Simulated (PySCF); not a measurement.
Match the barriers

Saddle point of AlH$_{5}$O, singlet (AlH₃ + H₂O → AlH₃O ([OH][AlH2]) + H₂; bonds formed: H2–H5; dative contacts that become bonds: Al1–O6; bonds broken: Al1–H2, H5–O6), PBE0-D4/def2-TZVP structure:

```
7
angstrom
Al -0.3963 -0.6374 -0.0420
H 1.3608 -0.5217 0.1462
H -0.7695 -1.4446 -1.3461
H -1.0837 -0.8371 1.3713
H 1.0141 0.4669 -0.0542
O 0.0432 1.1515 -0.3652
H -0.1685 1.8225 0.2899
```

PySCF 2.14 with density fitting (its default auxiliary sets; JK sets also for MP2 and CCSD(T)); basis: def2-TZVPP, with def2-QZVPP for the basis limit; cores frozen in the correlated methods. B3LYP uses VWN-RPA correlation. Extrapolation: Hartree–Fock as exp(−7.88 √X), correlation as X^−2.97. Four methods, as single points on the PBE0-D4 structures, gave these electronic barriers from the start structure: 0.316, 0.623, 0.794, 1.146 eV.

(1) The methods were, in alphabetical order, B3LYP-D4, BHLYP-D4, HF, SPW92. Which gave which? (Judge from chemistry; the calculation decides.)

The T1 diagnostic stays at or below 0.013.

## Answers

(1) Computed: SPW92 0.316; B3LYP-D4 0.623; BHLYP-D4 0.794; HF 1.146 eV. For comparison, CCSD(T) at an estimated basis limit (MP2 extrapolated from triple and quadruple zeta, plus CCSD(T) − MP2 in triple zeta) gives 0.700 eV.

The step is the kind of ligand exchange by which a precursor binds to a hydroxyl group, or is hydrolysed, in atomic layer deposition of oxides.

Labels in which every atom is bracketed show which atoms are joined, not bond orders.

For scale, one of the runs: CCSD(T)/def2-TZVPP, 143 basis functions, launched by `OMP_NUM_THREADS=4 python run.py`. Hardware: 4 CPU threads of an Arm Neoverse V2, shared host. Wall time 51 s; peak host memory 0.69 GiB.
